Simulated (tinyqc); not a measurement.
Worked calculation: CCSD on RHF in the sto-3g basis, frozen core, for OH-, spin multiplicity 1. The basis has no diffuse functions, so it cannot describe the extra electron: this is an exercise in the method, not the real anion. Computed by tinyqc, a small Python program that keeps every step (integrals from PySCF). Settings: charge = -1, multiplicity = 1, basis = sto-3g, method = RHF, frozen orbitals = 1, energy threshold = 1e-10, iteration cap = 52, orthogonalisation = canonical, start = Wolfsberg-Helmholz matrix, DIIS depth = 6, amplitude equations = CCSD, DIIS depth for amplitudes = 4, cap on updates = 85. Command: `OMP_NUM_THREADS=1 python tinyqc.py 29346 29347 out.jsonl` (the two numbers bound the seeds that draw the settings). One thread of a shared host (Intel(R) Xeon(R) Processor @ 2.60GHz), about 0.2 s of CPU time with the checks. The early iterations of the SCF are left out here.

## One-electron integrals

Geometry (angstrom):
```
atom        x        y        z
O     0.00000  0.00000  0.00000
H     0.00000  0.00000  1.45800
```

Basis sto-3g: exponents (1/bohr^2) and contraction coefficients of normalised primitives:
```
element  l (shell)   exponent  coefficient
O            s (1)  130.70932      0.15433
O            s (1)   23.80886      0.53533
O            s (1)    6.44361      0.44463
O            s (2)    5.03315     -0.09997
O            s (2)    1.16960      0.39951
O            s (2)    0.38039      0.70012
O            p (3)    5.03315      0.15592
O            p (3)    1.16960      0.60768
O            p (3)    0.38039      0.39196
H            s (1)    3.42525      0.15433
H            s (1)    0.62391      0.53533
H            s (1)    0.16886      0.44463
```

Overlap, kinetic and nuclear-attraction integrals over the contracted functions; the nuclear repulsion is the sum of Za Zb / Rab.

nuclear repulsion = 2.9035787 hartree

overlap S, order 1O 1s, 1O 2s, 1O 2px, 1O 2py, 1O 2pz, 2H 1s:
```
[[1.00000, 0.23670, 0.00000, 0.00000, 0.00000, 0.01687],
 [0.23670, 1.00000, 0.00000, 0.00000, 0.00000, 0.21426],
 [0.00000, 0.00000, 1.00000, 0.00000, 0.00000, 0.00000],
 [0.00000, 0.00000, 0.00000, 1.00000, 0.00000, 0.00000],
 [0.00000, 0.00000, 0.00000, 0.00000, 1.00000, 0.21066],
 [0.01687, 0.21426, 0.00000, 0.00000, 0.21066, 1.00000]]
```

kinetic energy T (hartree), order 1O 1s, 1O 2s, 1O 2px, 1O 2py, 1O 2pz, 2H 1s:
```
[[29.00320, -0.16801, 0.00000, 0.00000, 0.00000, -0.00520],
 [-0.16801, 0.80813, 0.00000, 0.00000, 0.00000, -0.00266],
 [0.00000, 0.00000, 2.52873, 0.00000, 0.00000, 0.00000],
 [0.00000, 0.00000, 0.00000, 2.52873, 0.00000, 0.00000],
 [0.00000, 0.00000, 0.00000, 0.00000, 2.52873, 0.04490],
 [-0.00520, -0.00266, 0.00000, 0.00000, 0.04490, 0.76003]]
```

nuclear attraction V (hartree), order 1O 1s, 1O 2s, 1O 2px, 1O 2py, 1O 2pz, 2H 1s:
```
[[-60.98140, -7.26899, 0.00000, 0.00000, -0.00669, -0.52972],
 [-7.26899, -9.41475, 0.00000, 0.00000, -0.08419, -1.40649],
 [0.00000, 0.00000, -9.32820, 0.00000, 0.00000, 0.00000],
 [0.00000, 0.00000, 0.00000, -9.32820, 0.00000, 0.00000],
 [-0.00669, -0.08419, 0.00000, 0.00000, -9.37021, -1.19168],
 [-0.52972, -1.40649, 0.00000, 0.00000, -1.19168, -4.11613]]
```

core Hamiltonian H = T + V (hartree), order 1O 1s, 1O 2s, 1O 2px, 1O 2py, 1O 2pz, 2H 1s:
```
[[-31.97820, -7.43700, 0.00000, 0.00000, -0.00669, -0.53491],
 [-7.43700, -8.60662, 0.00000, 0.00000, -0.08419, -1.40915],
 [0.00000, 0.00000, -6.79947, 0.00000, 0.00000, 0.00000],
 [0.00000, 0.00000, 0.00000, -6.79947, 0.00000, 0.00000],
 [-0.00669, -0.08419, 0.00000, 0.00000, -6.84148, -1.14678],
 [-0.53491, -1.40915, 0.00000, 0.00000, -1.14678, -3.35609]]
```

## Two-electron integrals

Functions are numbered as in S; the eight-fold symmetry (ij|kl) = (ji|kl) = (kl|ij) leaves the list below.

Two-electron integrals (ij|kl) in chemists' order, unique and non-zero (hartree):
```
(11|11) 4.78507   (21|11) 0.74138   (21|21) 0.13687   (22|11) 1.11895
(22|21) 0.25663   (22|22) 0.81721   (31|31) 0.02448   (32|31) 0.03781
(32|32) 0.18052   (33|11) 1.11581   (33|21) 0.25668   (33|22) 0.81702
(33|33) 0.88016   (41|41) 0.02448   (42|41) 0.03781   (42|42) 0.18052
(43|43) 0.04744   (44|11) 1.11581   (44|21) 0.25668   (44|22) 0.81702
(44|33) 0.78527   (44|44) 0.88016   (51|51) 0.02448   (52|51) 0.03781
(52|52) 0.18052   (53|53) 0.04744   (54|54) 0.04744   (55|11) 1.11581
(55|21) 0.25668   (55|22) 0.81702   (55|33) 0.78527   (55|44) 0.78527
(55|55) 0.88016   (61|11) 0.05340   (61|21) 0.00979   (61|22) 0.01827
(61|33) 0.01824   (61|44) 0.01824   (61|51) 0.00041   (61|52) 0.00079
(61|55) 0.01833   (61|61) 0.00071   (62|11) 0.15857   (62|21) 0.03695
(62|22) 0.13420   (62|33) 0.13182   (62|44) 0.13182   (62|51) 0.00271
(62|52) 0.02277   (62|55) 0.13883   (62|61) 0.00269   (62|62) 0.02994
(63|31) 0.00349   (63|32) 0.02167   (63|53) 0.00446   (63|63) 0.00384
(64|41) 0.00349   (64|42) 0.02167   (64|54) 0.00446   (64|64) 0.00384
(65|11) 0.12766   (65|21) 0.03009   (65|22) 0.11687   (65|33) 0.11197
(65|44) 0.11197   (65|51) 0.00534   (65|52) 0.03962   (65|55) 0.12655
(65|61) 0.00227   (65|62) 0.03181   (65|65) 0.03731   (66|11) 0.36112
(66|21) 0.08543   (66|22) 0.35761   (66|33) 0.34628   (66|44) 0.34628
(66|51) 0.00643   (66|52) 0.07728   (66|55) 0.37998   (66|61) 0.00624
(66|62) 0.11139   (66|65) 0.13613   (66|66) 0.77461
```

## Orthogonalisation

S = U s U^T; canonical form X = U s^(-1/2), so that X^T S X = 1. Each column of U has its largest component positive (the first on a tie).

eigenvalues of S: [0.65192, 0.85171, 1.00000, 1.00000, 1.13231, 1.36406]

X, order 1O 1s, 1O 2s, 1O 2px, 1O 2py, 1O 2pz, 2H 1s:
```
[[-0.49112, 0.64340, 0.00000, 0.00000, -0.52176, 0.36520],
 [0.77304, -0.37070, 0.00000, 0.00000, -0.31870, 0.52667],
 [0.00000, 0.00000, 0.91913, 0.39394, 0.00000, 0.00000],
 [0.00000, 0.00000, -0.39394, 0.91913, 0.00000, 0.00000],
 [0.43168, 0.64528, 0.00000, 0.00000, 0.60436, 0.28435],
 [-0.71330, -0.45423, 0.00000, 0.00000, 0.37960, 0.49142]]
```

Within a degenerate level the vectors are fixed only up to a rotation; this is one choice.

## Iteration 7 (converged): orbitals

converged F (hartree), order 1O 1s, 1O 2s, 1O 2px, 1O 2py, 1O 2pz, 2H 1s:
```
[[-19.56712, -5.00796, 0.00000, 0.00000, -0.01134, -0.36535],
 [-5.00796, -1.84600, 0.00000, 0.00000, 0.03257, -0.31476],
 [0.00000, 0.00000, 0.14018, 0.00000, 0.00000, 0.00000],
 [0.00000, 0.00000, 0.00000, 0.14018, 0.00000, 0.00000],
 [-0.01134, 0.03257, 0.00000, 0.00000, 0.56869, -0.21987],
 [-0.36535, -0.31476, 0.00000, 0.00000, -0.21987, 0.14789]]
```

Diagonalise F' = X^T F X, C = X C', fill 5 alpha and 5 beta electrons from the bottom; D = 2 C_occ C_occ^T. Each column has its largest component positive (the first on a tie).

F' = X^T F X (hartree):
```
[[-1.58580, 3.78498, 0.00000, 0.00000, -3.37116, 2.85175],
 [3.78498, -5.48621, 0.00000, 0.00000, 6.41998, -5.14571],
 [0.00000, 0.00000, 0.14018, 0.00000, 0.00000, 0.00000],
 [0.00000, 0.00000, 0.00000, 0.14018, 0.00000, 0.00000],
 [-3.37116, 6.41998, 0.00000, 0.00000, -6.83611, 6.06959],
 [2.85175, -5.14571, 0.00000, 0.00000, 6.06959, -5.31462]]
```

orbital energies (hartree): [-19.57517, -0.61003, 0.10470, 0.14018, 0.14018, 0.85776]

coefficients C, order 1O 1s, 1O 2s, 1O 2px, 1O 2py, 1O 2pz, 2H 1s:
```
[[0.99472, -0.25774, 0.05512, 0.00000, 0.00000, -0.04274],
 [0.02159, 0.99601, -0.27614, 0.00000, 0.00000, 0.21262],
 [0.00000, 0.00000, 0.00000, 0.99100, 0.13386, 0.00000],
 [0.00000, 0.00000, 0.00000, -0.13386, 0.99100, 0.00000],
 [0.00104, -0.02081, 0.44723, 0.00000, 0.00000, 0.92109],
 [-0.00268, 0.11861, 0.81796, 0.00000, 0.00000, -0.64621]]
```

D after iteration 7, order 1O 1s, 1O 2s, 1O 2px, 1O 2py, 1O 2pz, 2H 1s:
```
[[2.11789, -0.50091, 0.00000, 0.00000, 0.06211, 0.02370],
 [-0.50091, 2.13752, 0.00000, 0.00000, -0.28839, -0.21557],
 [0.00000, 0.00000, 2.00000, 0.00000, 0.00000, 0.00000],
 [0.00000, 0.00000, 0.00000, 2.00000, 0.00000, 0.00000],
 [0.06211, -0.28839, 0.00000, 0.00000, 0.40089, 0.72668],
 [0.02370, -0.21557, 0.00000, 0.00000, 0.72668, 1.36626]]
```

Within a degenerate level the vectors are fixed only up to a rotation; this is one choice.

## Convergence

Stop when the energy changes by less than 1e-10 hartree and every element of the error matrix X^T (F D S - S D F) X is below 3e-06.

Course of the cycle:
```
iteration  E (hartree)     change  largest element of the error matrix
1          -73.2292004          -                             4.41e-01
2          -73.9925322  -7.63e-01                             1.20e-01
3          -74.0132280  -2.07e-02                             2.35e-02
4          -74.0140777  -8.50e-04                             1.03e-03
5          -74.0140788  -1.06e-06                             5.90e-05
6          -74.0140788  -7.18e-09                             3.31e-06
7          -74.0140788  -2.10e-11                             1.08e-09
```

PySCF RHF in the same basis = -74.0140788 hartree

Converged in 7 iterations.

## Integrals over molecular orbitals

(pq|rs) = sum C_ip C_jq C_kr C_ls (ij|kl), one index at a time.

one-electron integrals over orbitals h = C^T H C (hartree):
```
[[-31.96209, 0.62445, -0.12845, 0.00000, 0.00000, 0.10162],
 [0.62445, -7.18545, 0.55076, 0.00000, 0.00000, -0.49339],
 [-0.12845, 0.55076, -4.37103, 0.00000, 0.00000, -1.61673],
 [0.00000, 0.00000, 0.00000, -6.79947, 0.00000, 0.00000],
 [0.00000, 0.00000, 0.00000, 0.00000, -6.79947, 0.00000],
 [0.10162, -0.49339, -1.61673, 0.00000, 0.00000, -5.82772]]
```

Two-electron integrals over orbitals (pq|rs), unique and non-zero (hartree); the lowest 1 orbital is frozen and left out:
```
(22|22) 0.76502    (32|22) -0.06967   (32|32) 0.08281    (33|22) 0.48756
(33|32) 0.03933    (33|33) 0.60968    (42|42) 0.16625    (43|42) -0.02891
(43|43) 0.01854    (44|22) 0.78755    (44|32) -0.07853   (44|33) 0.47063
(44|44) 0.88016    (52|52) 0.16625    (53|52) -0.02891   (53|53) 0.01854
(54|54) 0.04744    (55|22) 0.78755    (55|32) -0.07853   (55|33) 0.47063
(55|44) 0.78527    (55|55) 0.88016    (62|22) 0.04673    (62|32) 0.06650
(62|33) 0.00758    (62|44) 0.05390    (62|55) 0.05390    (62|62) 0.12041
(63|22) 0.18716    (63|32) -0.08079   (63|33) -0.06139   (63|44) 0.19305
(63|55) 0.19305    (63|62) 0.00462    (63|63) 0.18645    (64|42) 0.02133
(64|43) 0.01721    (64|64) 0.03830    (65|52) 0.02133    (65|53) 0.01721
(65|65) 0.03830    (66|22) 0.68247    (66|32) -0.01227   (66|33) 0.56009
(66|44) 0.67663    (66|55) 0.67663    (66|62) 0.06233    (66|63) 0.10737
(66|66) 0.70136
```

## CCSD: starting amplitudes

t_ij^ab = <ij||ab> / (e_i + e_j - e_a - e_b), whose energy is MP2.

Starting amplitudes (spin orbitals 1a, 1b, ...; amplitudes related by a flip of all spins are not repeated):
```
from      to         t
3a 3b  6a 6b  -0.12380
2a 2b  6a 6b  -0.04102
5a 5b  6a 6b  -0.02668
4a 4b  6a 6b  -0.02668
2a 3b  6a 6b  -0.00208
```

correlation energy = -0.0300846 hartree

## CCSD: amplitude update 1

t_i^a D_i^a and t_ij^ab D_ij^ab are set to the remaining terms of the spin-orbital equations, evaluated with the old amplitudes; for the doubles these are <ij||ab> + 1/2 <ab||ef> t_ij^ef + 1/2 <mn||ij> t_mn^ab + P(ij)P(ab) <mb||ej> t_im^ae + terms in t^2 + terms with t1, D the orbital-energy denominators.

Amplitudes after update 1 (spin orbitals 1a, 1b, ...; amplitudes related by a flip of all spins are not repeated):
```
from      to         t
3a 3b  6a 6b  -0.16396
2a 2b  6a 6b  -0.04843
5a 5b  6a 6b  -0.03847
4a 4b  6a 6b  -0.03847
3a        6a   0.02328
2a        6a   0.00627
2a 3b  6a 6b  -0.00053
```

correlation energy = -0.0392467 hartree

## CCSD: convergence

E_corr = 1/4 sum <ij||ab> t_ij^ab + 1/2 sum <ij||ab> t_i^a t_j^b; stop when the norm of the change is below 1e-8.

Course of the amplitude iterations:
```
update  correlation energy (hartree)  norm of the change
0                         -0.0300846                   -
1                         -0.0392467            9.47e-02
2                         -0.0429481            4.47e-02
3                         -0.0462446            2.29e-02
4                         -0.0462692            3.14e-03
5                         -0.0462896            1.53e-03
6                         -0.0462851            2.44e-04
7                         -0.0462818            6.43e-05
8                         -0.0462807            9.98e-06
9                         -0.0462806            3.01e-06
10                        -0.0462806            1.25e-06
11                        -0.0462806            1.38e-07
12                        -0.0462806            2.51e-08
13                        -0.0462806            9.76e-09
```

Converged amplitudes (spin orbitals 1a, 1b, ...; amplitudes related by a flip of all spins are not repeated):
```
from      to         t
3a 3b  6a 6b  -0.20208
5a 5b  6a 6b  -0.05334
4a 4b  6a 6b  -0.05334
3a        6a   0.04725
2a 2b  6a 6b  -0.04111
2a        6a   0.01256
2a 3b  6a 6b  -0.00077
```

CCSD total energy = -74.0603594 hartree

T1 diagnostic, norm of the one-spin t1 over sqrt(correlated electrons) = 0.01728

Converged in 13 updates, with DIIS from the third.
